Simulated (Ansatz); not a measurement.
Cartesian coordinates in Å:
```
O -0.093 -1.445 -0.719
C 0.213 -0.589 0.339
C -0.267 0.826 0.088
F -1.589 0.903 -0.047
F 0.279 1.320 -1.037
F 0.092 1.628 1.097
H 0.377 -1.149 -1.503
H -0.299 -0.962 1.228
H 1.287 -0.533 0.554
```

The species carries charge 0 and has multiplicity 1.

(1) List the ωB97M-V/def2-TZVPP orbital energies in eV (Ansatz 0.2.0). (Estimate.)

Answers

(1) Computed: Occupied: -678.72, -678.72, -678.63, -526.85, -288.30, -283.66, -39.69, -37.29, -37.24, -32.34, -24.54, -21.75, -19.62, -19.56, -19.08, -17.20, -16.26, -16.06, -15.63, -15.09, -14.74, -14.45, -14.41, -12.77, -11.32. Lowest empty: 2.34, 3.42, 4.22, 4.87, 5.85, 6.13, 6.23, 7.28.
